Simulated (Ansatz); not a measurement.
# CH₄ClSi radical: basis-set convergence

Aim: see how fast density functionals converge with the basis set for CH₄ClSi radical.

Program: Ansatz 0.2.0, Gaussian basis. Level of theory: one geometry, several basis sets. These are calculated values, not measurements.

Levels to be run: PBE0-D4/def2-SVP; ωB97M-V/def2-SVP; PBE0-D4/def2-QZVPP; ωB97M-V/def2-QZVPP; the functionals' def2-TZVPP values are taken from earlier runs.

### 1 The relaxed structure

All runs share one geometry, relaxed beforehand with PBE0-D4 in a triple-zeta def2 set.

7 atoms, charge 0, spin multiplicity 2.

Atoms are counted from 1 here; the program's logs count them from 0.

Bond lengths: C1–Si2 1.866 Å, C1–H4 1.093 Å, C1–H5 1.094 Å, C1–H6 1.091 Å, Si2–Cl3 2.064 Å, Si2–H7 1.491 Å. Angles: Si2–C1–H4 109.9°, Si2–C1–H5 110.0°, Si2–C1–H6 110.9°, H4–C1–H5 108.7°, H4–C1–H6 108.7°, H5–C1–H6 108.6°, C1–Si2–Cl3 109.5°, C1–Si2–H7 111.8°, Cl3–Si2–H7 107.0°.

Coordinates:

```xyz
7

C    -0.63683    0.46329   -0.32904
Si    1.00383   -0.39330   -0.08758
Cl    0.68517   -2.30294    0.62761
H    -0.47527    1.48449   -0.68276
H    -1.18203    0.50301    0.61843
H    -1.24923   -0.06661   -1.06032
H     1.85435    0.31207    0.91365
```

### 2 PBE0-D4 in def2-SVP

Contents of in.yaml:

```yaml
crystal:
  periodic: [false, false, false]
  atoms:
    - {symbol: C, position_ang: [-0.636827, 0.463291, -0.329036]}
    - {symbol: Si, position_ang: [1.003834, -0.393299, -0.087580]}
    - {symbol: Cl, position_ang: [0.685172, -2.302944, 0.627611]}
    - {symbol: H, position_ang: [-0.475273, 1.484489, -0.682755]}
    - {symbol: H, position_ang: [-1.182032, 0.503009, 0.618430]}
    - {symbol: H, position_ang: [-1.249234, -0.066613, -1.060325]}
    - {symbol: H, position_ang: [1.854351, 0.312068, 0.913655]}
basis:
  gaussian: {orbitals: def2-SVP}
magnetization: {spin_polarized: true, initial_magnetization: 1}
hamiltonian: {xc: pbe0, dispersion: d4}
output: {orbitals: {seedname: orbitals}}
```

After this run come: ωB97M-V in def2-SVP; PBE0-D4 in def2-QZVPP; ωB97M-V in def2-QZVPP.

Before running them: what should the planned runs give, taken together? Wanted: PBE0-D4: double and triple zeta above quadruple; ωB97M-V: double and triple zeta above quadruple.

**Answer**, as computed:

| quantity | value |
| --- | --- |
| PBE0-D4: double and triple zeta above quadruple | 9.09, 0.70 eV |
| ωB97M-V: double and triple zeta above quadruple | 9.11, 0.67 eV |

What this shows: PBE0-D4 gains 8.38 eV from double to triple zeta, then 0.70 eV more. These are total energies; as a rule much of such shifts cancels in differences, which this series doesn't test.
